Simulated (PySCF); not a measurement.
Si(OH)₂ + F₂ → SiO₂ + 2 HF

Level: PBE0 in the def2-TZVP basis family, all electrons, no relativity, computed in PySCF with density fitting; open shells unrestricted.

```csv
species,state and structure,E (Eh),ZPE (kJ/mol),H(298 K) − H(0) (kJ/mol),S° (J/(mol K))
Si(OH)₂,"singlet, C2v, O–H 0.960 Å (×2), Si–O 1.649 Å (×2); H–O–Si 114.7° (×2), O–Si–O 97.5°",-441.00178,74.4,13.0,264.5
F₂,"singlet, D∞h, F–F 1.376 Å",-199.40856,6.6,8.7,201.9
SiO₂,"singlet, D∞h, Si–O 1.506 Å (×2)",-439.73957,18.5,11.0,231.3
HF,"singlet, C∞v, H–F 0.920 Å",-100.39188,24.9,8.7,173.6
```

What is the electronic reaction energy?

At PBE0/def2-TZVP, ΔE = -296.7 kJ/mol from the differences of the total energies times 2625.5, downhill. 

Add zero-point, thermal and entropy terms for 298.15 K and 1 bar.

ΔZPE = -12.7 and Δ[H(298) − H(0)] = 6.7 kJ/mol give ΔH° = -302.7 kJ/mol. ΔS° = 112.1 J/(mol K), so ΔG° = -302.7 − 298.15 × (0.1121) = -336 kJ/mol.

The structures come from searches over a few start shapes, so lower isomers are not excluded.
